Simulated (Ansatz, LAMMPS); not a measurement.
# Elastic constant C11 of zinc-blende InP: levels of theory against measurement

Reference value: 101 GPa (measured, temperature not stated, not corrected to a static lattice; as tabulated in Oses et al. (2018), arXiv:1811.08464).

Q: Put these levels in order of the elastic constant C11 that they give for zinc-blende InP, smallest first: PBE (Ansatz, a quantum-chemistry and plane-wave program), Vashishta InP.vashishta (LAMMPS), r²SCAN0 (Ansatz).

A: PBE (87.0 GPa), Vashishta InP.vashishta (102 GPa), r²SCAN0 (108 GPa)

Unless a cell is named, each level is at its own relaxed cell (Vashishta InP.vashishta 25.26, PBE 26.45, r²SCAN0 25.32 Å³/atom).

Differences against the reference: Vashishta InP.vashishta +1.0 %, PBE -13.9 %, r²SCAN0 +6.9 %.

The reference has no zero-point or thermal correction, while the calculations are for a static lattice, so the differences are not the levels' errors alone. A static lattice is as a rule stiffer than a warm one, by over a tenth in soft solids.  Each level is taken at its own relaxed cell. Cutoffs and k meshes differ between the levels. Ansatz's density-functional and Hartree–Fock values are scalar-relativistic unless marked +SOC, with PAW data made under PBE.

Empirical potentials (Vashishta InP.vashishta) are fitted to chosen data, which need not cover the solid at hand: agreement can be built in, and what lay outside the fit can be far off.

Differences are worked out from the printed values.
